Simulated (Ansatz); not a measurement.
Elastic constant C44 (GPa) of solids drawn from the class of carbides, at two levels: LDA (Ansatz, a program for electronic structure, plane waves, PAW), and PBEsol (PAW; Ansatz).

```tsv
solid	LDA	PBEsol
rock-salt TaC	190	186
rock-salt TiC	177	172
hexagonal WC	331	?
rock-salt ZrC	160	156
rock-salt NbC	179	174
rock-salt HfC	178	173
```

Q: Estimate the withheld PBEsol value from the other rows.

A: One way: carry over the typical ratio. The ratios PBEsol / LDA of the other rows, in order: 0.972, 0.972, 0.972, 0.975, 0.979; median 0.972. Hexagonal WC: 331 × 0.972 = 322 GPa; the run gives 322 GPa. The ratios spread from 0.972 to 0.979.

Of 6 rows, PBEsol is the larger in 0 and the smaller in 6.

Ansatz's runs of these crystals have no spin polarisation.

Spin–orbit coupling is left out, also for the solids with elements from indium on (rock-salt TaC, hexagonal WC, rock-salt HfC); its size isn't shown.

Each level is taken at its own relaxed cell. Ansatz's density-functional and Hartree–Fock values are scalar-relativistic unless marked +SOC, with PAW data made under PBE.
